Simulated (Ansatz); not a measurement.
A made-up structure of AlBNH4, doublet:

N1  (-1.072, 0.344, -0.594)
B2  (1.853, -0.693, 0.065)
Al3  (0.038, 0.405, 0.242)
H4  (-1.165, -0.286, -1.372)
H5  (-1.877, 0.937, -0.472)
H6  (-0.017, 1.446, 1.349)
H7  (2.122, -1.583, 0.742)
(Å)

It is relaxed with PBE-D4/def2-SVP and then PBE0-D4/def2-TZVP (Ansatz 0.2.0). Atoms count as bonded within 1.22 times the sum of their covalent radii (H–H: 0.88 Å). The end point is not checked to be a true minimum.

Task: Does its bonding change? (Judge from chemistry; the calculation decides.)

Result: The calculation gives: No: no bond forms or breaks.

Where it ends: The first stage lowers the energy by 4.13 eV in 9 steps. It ends as AlBNH₄ ([BH][AlH][NH2]):
N1  (-1.217, 0.347, -0.717)
B2  (1.648, -0.886, 0.435)
Al3  (0.110, 0.471, 0.450)
H4  (-1.314, -0.353, -1.433)
H5  (-1.993, 0.988, -0.750)
H6  (0.092, 1.650, 1.510)
H7  (2.557, -1.649, 0.463)
(Å)

Labels in which every atom is bracketed show which atoms are joined, not bond orders.

For scale, one of the runs: PBE0-D4/def2-TZVP relaxation, 123 basis functions, launched by `ansatz run in.yaml --threads 2 --pin off --events-out ev --progress --plain --max-ram 4352MiB`. The run took about 35 s on 2 CPU threads of an Arm Neoverse V2 (shared host).
